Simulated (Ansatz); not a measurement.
Kohn–Sham single points on acetonitrile.

```yaml
crystal:
  periodic: [false, false, false]
  atoms:
    - {symbol: C, position_ang: [-0.273844, 0.324656, -0.221978]}
    - {symbol: C, position_ang: [0.561820, -0.672985, 0.415662]}
    - {symbol: N, position_ang: [1.224360, -1.464067, 0.921057]}
    - {symbol: H, position_ang: [0.123300, 0.572125, -1.207504]}
    - {symbol: H, position_ang: [-1.290000, -0.055354, -0.337057]}
    - {symbol: H, position_ang: [-0.303537, 1.231625, 0.383621]}
basis:
  gaussian: {orbitals: def2-TZVPP}
hamiltonian: {xc: {name: BHLYP}, dispersion: d4}
output: {orbitals: {seedname: orbitals}}
```

```sh
$ ansatz run in.yaml --threads 4 --pin off --events-out ev --progress --plain --max-ram 10444MiB
```

Shortened log:

```
Functional definition: BHLYP
788 factors; their error is unknown
mean field evaluation 1: about -3607.7340 eV, gradient 4.3e1 eV
mean field evaluation 2: about -3607.5228 eV, gradient 4.5e1 eV
mean field evaluation 4: about -3611.5953 eV, gradient 1.5e0 eV
mean field evaluation 8: about -3611.6231 eV, gradient 5.4e-2 eV
mean field -3611.62308677 eV, -132.7247003929 hartree, gradient 2.5e-5 eV, S^2 0.000000; 0 other end points of the search recorded, 0 dependent functions left out
reference -3611.62321883 eV, -132.7247052457 hartree; 11, 11 occupied and 124, 124 virtual orbitals, 788 factors
Total energy: -3611.69255298 eV, -132.7272532290 hartree
```

Hardware: 4 threads of an Intel Xeon Platinum 8488C on a shared host. Wall time 0.5 s, peak host memory 0.21 GiB.

Changing it to `hamiltonian: {xc: r2scan, dispersion: d4}` and forces (abridged; 0.85 s):

```
Functional definition: r2SCAN
mean field evaluation 16: about -3611.6124 eV, gradient 2.9e-5 eV
mean field -3611.61244671 eV, -132.7243093779 hartree, gradient 2.9e-5 eV, S^2 0.000000
Total energy: -3611.62786013 eV, -132.7248758105 hartree
Atom 0 force     0.005137    -0.005967     0.004098 eV/Å
Atom 1 force    -0.323734     0.386175    -0.247368 eV/Å
Atom 2 force     0.323636    -0.386209     0.247122 eV/Å
Atom 3 force    -0.013009     0.002210     0.013844 eV/Å
Atom 4 force     0.013072     0.013783    -0.002212 eV/Å
Atom 5 force    -0.005101    -0.009992    -0.015484 eV/Å
Dipole moment:    -0.486418     0.580739    -0.371107 e Å
```

The same input with `hamiltonian: {xc: pbe, dispersion: d4}` and forces (abridged; 0.45 s):

```
Functional definition: PBE
mean field evaluation 16: about -3609.2027 eV, gradient 1.6e-5 eV
mean field -3609.20273611 eV, -132.6357541466 hartree, gradient 1.6e-5 eV, S^2 0.000000
Total energy: -3609.26720315 eV, -132.6381232667 hartree
Atom 0 force     0.067833    -0.080794     0.051891 eV/Å
Atom 1 force    -0.803010     0.958475    -0.612941 eV/Å
Atom 2 force     0.915888    -1.093374     0.698900 eV/Å
Atom 3 force     0.063583     0.069750    -0.211601 eV/Å
Atom 4 force    -0.221740    -0.056928    -0.035887 eV/Å
Atom 5 force    -0.022553     0.202871     0.109637 eV/Å
Dipole moment:    -0.472868     0.564561    -0.360769 e Å
```

With the line `hamiltonian: {xc: {name: wB97M-V}}` and forces (abridged; 1.4 s):

```
Functional definition: wB97M-V
mean field -3612.38342106 eV, -132.7526421625 hartree, gradient 5.8e-5 eV, S^2 0.000000
Total energy: -3612.38345644 eV, -132.7526434627 hartree
Atom 0 force    -0.241935     0.288938    -0.184341 eV/Å
Atom 1 force     0.309941    -0.370399     0.236039 eV/Å
Atom 2 force    -0.138521     0.165597    -0.105390 eV/Å
Atom 3 force    -0.036976    -0.026947     0.098711 eV/Å
Atom 4 force     0.102308     0.034800     0.012964 eV/Å
Atom 5 force     0.005183    -0.091990    -0.057982 eV/Å
Dipole moment:    -0.479851     0.572899    -0.366095 e Å
```

With the line `hamiltonian: {xc: {name: BLYP}, dispersion: d4}` (abridged; 0.45 s):

```
Functional definition: BLYP
mean field evaluation 16: about -3612.6685 eV, gradient 8.6e-5 eV
mean field -3612.66847015 eV, -132.7631175232 hartree, gradient 2.0e-5 eV, S^2 0.000000
Total energy: -3612.81753360 eV, -132.7685955041 hartree
```

The same input with `hamiltonian: {xc: {name: wB97X-V}}` (abridged; 1.1 s):

```
Functional definition: wB97X-V
mean field -3612.65889218 eV, -132.7627655396 hartree, gradient 3.6e-5 eV, S^2 0.000000
Total energy: -3612.65889072 eV, -132.7627654857 hartree
```
